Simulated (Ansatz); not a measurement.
## HOSi, HOGe: bond dissociation energies

Ansatz 0.2.0, basis cc-pVTZ; geometries are PBE0/def2-TZVP minima. Wave-function levels freeze the cores with the filled d shells of p-block atoms; HF, MP2 and coupled cluster are restricted for singlets and unrestricted otherwise, atoms included, restricted open-shell where a d shell is frozen. The reference is CCSDT(Q) (coupled cluster only where its series has nearly closed). An error is the level's value less the reference. None of these values is a measured one. Energies are electronic, without zero-point terms. No spin–orbit coupling and no scalar relativity. The species are chosen: bound, without strong static correlation by their natural occupations or amplitudes, in their lowest spin state as far as vertical gaps and like structures tell, and with a ladder that closes on the reference, so errors are smaller than for species at large; levels whose determinant breaks symmetry or spin markedly are left out.

| species | bonds (Å) | quantity | symmetry of the states | reference | value (kJ/mol) | error CCSD | error CCSD(T) | error CCSDT |
| --- | --- | --- | --- | --- | --- | --- | --- | --- |
| HOSi, doublet | O–Si 1.650, O–H 0.962, angle at O 119° | O–Si bond energy, to OH (doublet) + Si | A' / Π | CCSDT(Q) | 475.1 | -14.0 | 0.0 | -1.3 |
| HOGe, doublet | O–Ge 1.786, O–H 0.962, angle at O 115° | O–Ge bond energy, to OH (doublet) + Ge | A' / Π | CCSDT(Q) | 409.2 | -16.1 | -0.2 | -1.2 |

The reference falls from Si to Ge, by 65.9 kJ/mol in all.
